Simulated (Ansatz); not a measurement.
# SiHCl: one species, many methods

One table from this session's results is given with a row withheld; the runs are named, their logs left out.

Method: functionals in def2-TZVPP, the program's frozen cores in correlated methods; program: Ansatz 0.2.0, Gaussian basis.

Plan: LDA (SPW92), PBE-D4, revPBE-D4, BLYP-D4, r2SCAN-D4, B97M-V, PBE0-D4, B3LYP-D4, r2SCANh-D4, r2SCAN0-D4, HSE06-D4, BHLYP-D4, CAM-B3LYP-D4, LC-ωPBE, ωB97X-V, ωB97M-V, B2PLYP, PBE-QIDH; CCSD(T)/def2-SVP; CCSD(T)/def2-TZVPP; CCSD(T)/def2-QZVPP; extrapolation to the limit; RPA on PBE.

## The geometry

The geometry comes from an earlier relaxation with PBE0-D4 in a triple-zeta def2 set; it is a stationary point.

3 atoms, charge 0, spin multiplicity 1.

Atoms are counted from 1 here; the program's logs count them from 0.

Bond lengths: Si1–Cl2 2.077 Å, Si1–H3 1.529 Å. Angles: Cl2–Si1–H3 94.7°.

Geometry (Å):

```mol
ClHSi
  3D, bonds by distance, orders not assigned

  3  2  0  0  0  0  0  0  0  0999 V2000
   -0.5459    0.5505   -0.2495 Si  0  0
    1.2701    0.3308    0.7349 Cl  0  0
   -0.7352   -0.9461   -0.4987 H   0  0
  1  2  8  0
  1  3  8  0
M  END
```

The first run:

in.yaml reads:

```yaml
crystal:
  periodic: [false, false, false]
  atoms:
    - {symbol: Si, position_ang: [-0.545882, 0.550550, -0.249467]}
    - {symbol: Cl, position_ang: [1.270126, 0.330783, 0.734855]}
    - {symbol: H, position_ang: [-0.735245, -0.946133, -0.498688]}
basis:
  gaussian: {orbitals: def2-TZVPP}
hamiltonian: {xc: lda}
output: {orbitals: {seedname: orbitals}}
```

Started as:

```bash
> ansatz run in.yaml --threads 2 --pin off --events-out ev --progress --plain --max-ram 32768MiB --backend cpu
```

Among the steps run: LDA; PBE-D4 (GGA); revPBE-D4 (GGA); BLYP-D4 (GGA); r2SCAN-D4 (meta-GGA); B97M-V (meta-GGA); B3LYP-D4 (hybrid); r2SCANh-D4 (hybrid); r2SCAN0-D4 (hybrid); HSE06-D4 (hybrid); BHLYP-D4 (hybrid); CAM-B3LYP-D4 (range-separated); LC-ωPBE (range-separated); ωB97X-V (range-separated); ωB97M-V (range-separated); B2PLYP (double hybrid); PBE-QIDH (double hybrid).

One table of the session follows, with a row left open; its other results are not shown here.

It belongs to the step «Frontier levels by functional». 

```
  functional  HOMO (eV)  LUMO (eV)  gap (eV)
 LDA (SPW92)      -5.94      -3.98      1.96
      PBE-D4          ?          ?         ?
   revPBE-D4      -5.86      -3.73      2.13
     BLYP-D4      -5.77      -3.63      2.13
   r2SCAN-D4      -6.11      -3.69      2.42
      B97M-V      -6.19      -3.65      2.54
     PBE0-D4      -6.99      -2.97      4.02
    B3LYP-D4      -6.81      -3.14      3.67
  r2SCANh-D4      -6.51      -3.38      3.14
  r2SCAN0-D4      -7.12      -2.91      4.22
    HSE06-D4      -6.59      -3.35      3.24
    BHLYP-D4      -7.99      -2.02      5.97
CAM-B3LYP-D4      -8.28      -1.85      6.43
     LC-ωPBE      -9.58      -0.77      8.82
     ωB97X-V      -9.25      -0.84      8.42
     ωB97M-V      -9.06      -0.94      8.13
```

Estimate the missing values for PBE-D4.

The run gave: HOMO (eV): -5.89; LUMO (eV): -3.80; gap (eV): 2.09. In the column «HOMO (eV)» it lies between LDA (SPW92) (-5.94) and revPBE-D4 (-5.86).
